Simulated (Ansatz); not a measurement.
Results of r²SCAN-D4 (PAW; Ansatz, a program for electronic structure) for hcp Hf.

Excerpt of the program's output:

```
Relaxation: its limit of steps is 80 (relax.max_steps)
Crystal: 2 atoms, lattice volume = 43.634 Å³
Basis set: ecut = 560 eV, 1303 PW (Γ), exchange–correlation on 75×75×120 points (27 copies of the dense FFT grid, shifted against one another)
Bands: 32, of which v1, the nominal top of the filled ones, is band 26 counted from 1 (25 counted from 0)
Symmetry: 24 space group operations
Space group: P63/mmc (ITA 194), of the structure as read, at distance tolerance 3.5e-5 Å
k-points: 259 of 3888
Functional: x = r2scan, c = r2scan; τ floored in thin density (d = 2e-4 eV/Å³)
SCF iter   1: F=—  HF=-31466.229363 eV  |F-HF|=—  |Δ(HF+E_count)|=         —  Δρ=9.06e-3  dr2=1.88e-2  dr2_τ=3.33e-2
SCF iter   2: F=—  HF=-31466.249900 eV  |F-HF|=—  |Δ(HF+E_count)|=   2.05e-2  Δρ=4.29e-3  dr2=4.98e-3  dr2_τ=1.73e-3
  ...
SCF 1 converged in 7 iterations: F = -31466.251391 eV  dr2 = 4.97e-8
Crystal: 2 atoms, lattice volume = 43.634 Å³
Initial density: handed on by an earlier stage of this run
SCF 2 converged in 4 iterations: F = -31466.251392 eV  dr2 = 2.01e-9
Crystal: 2 atoms, lattice volume = 43.634 Å³
SCF iter   4: F=—  HF=-31466.251392 eV  |F-HF|=—  |Δ(HF+E_count)|=  9.46e-11  Δρ=2.09e-7  dr2=9.54e-12  dr2_τ=1.78e-12
SCF iter   5: F=-31466.251392 eV  HF=-31466.251392 eV  |F-HF|=3.64e-12  |Δ(HF+E_count)|=  1.09e-11  Δρ=5.77e-8  dr2=9.37e-13  dr2_τ=2.86e-13
SCF 3 converged in 5 iterations: F = -31466.251392 eV  dr2 = 9.37e-13
SCF converged after 5 iterations
Free energy (F): -31466.251392 eV
Internal energy: -31466.241061 eV  (E = F + TS)
E sigma→0 (E₀):  -31466.246227 eV
Fermi energy:    20.394375 eV
--- Forces (eV/Å), atoms counted from 1 ---
  atom   1  Hf     0.00000000     0.00000000    -0.00000000
  atom   2  Hf     0.00000000    -0.00000000     0.00000000
--- Stress (GPa, compression-positive) ---
        2.341698       0.000000      -0.000000
        0.000000       2.341698       0.000000
       -0.000000       0.000000       2.317574
  P = ⅓ Tr σ = 2.3337 GPa (23.337 kbar)
```

Write an input file that could have produced this run (the log leaves some choices open).

One answer among several that fit: 
Ansatz 0.2 input:
```yaml
crystal:
  lattice:
    - [1.5866193513, -2.7481053287, 0.0]
    - [1.5866193513, 2.7481053287, 0.0]
    - [0.0, 0.0, 5.0036823313]
  atoms:
    - { symbol: Hf, position: [0.3333333333, 0.6666666667, 0.25] }
    - { symbol: Hf, position: [0.6666666667, 0.3333333333, 0.75] }
basis:
  ecutwfc: 560
  ecutrho_ratio: 4
  xc_grid: 3
kpoints:
  mp_grid: { grid: [18, 18, 12] }
hamiltonian:
  xc: r2scan
  dispersion: d4
  pseudopotentials: { kind: paw }
scf:
  occupations: { method: fermi_dirac, width: 0.05 }
output:
  forces: true
  stress: true
  eigenvalues: true
relax:
  f_tol: 0.004
  escape_saddle: false
  max_steps: 80
  cell: { stress_tol: 0.02, fix: [volume] }
```

The cell is one volume of an energy–volume scan, off the minimum.

The PAW data were made under PBE.

The result took very roughly 80 core-seconds.
